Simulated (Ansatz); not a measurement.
Strength of the C–C bond: C5H12O → C4H9 + CH3O

Species: C5H12O (2-methyl-1-butanol) `CCC(C)CO`, singlet; C4H9 (2-butyl radical) `C[CH]CC`, doublet; CH3O `[CH2]O`, doublet. 

Shapes, held fixed at every level: PBE0-D4/def2-TZVP. Flexible molecules stand in one conformer, not always the lowest. Programs: Ansatz 0.2.0. Electronic energies: no zero-point or thermal term.

```tsv
level	kind	ΔE (kJ/mol)	less CCSD(T)/CBS estimate
HF/def2-TZVPP	Hartree–Fock	+245.7	-134.8
SPW92/def2-TZVPP	LDA	+420.1	+39.6
r2SCAN-D4/def2-TZVPP	meta-GGA	+334.4	-46.1
r2SCAN0-D4/def2-TZVPP	global hybrid	+336.0	-44.5
wB97M-V/def2-TZVPP	range-separated hybrid	+373.2	-7.3
CCSD(T)/def2-TZVPP	coupled cluster or CI	+374.1	-6.4
CCSD/def2-TZVPP	coupled cluster or CI	+362.4	-18.1
CCSD(T)/CBS estimate	coupled cluster or CI	+380.5	0.0
```

The highest level, CCSD(T)/CBS estimate, gives ΔE = +380.5 kJ/mol; the levels span +245.7 to +420.1. The column of differences is taken from that level and isn't an error. Hartree–Fock misses the correlation of the pair that is broken and comes out low. No measured value is set beside it here. Open shells run unrestricted unless RO is named. The CBS estimate extrapolates MP2 from def2-TZVPP and def2-QZVPP and adds CCSD(T) − MP2 in the triple-zeta set, cores frozen.
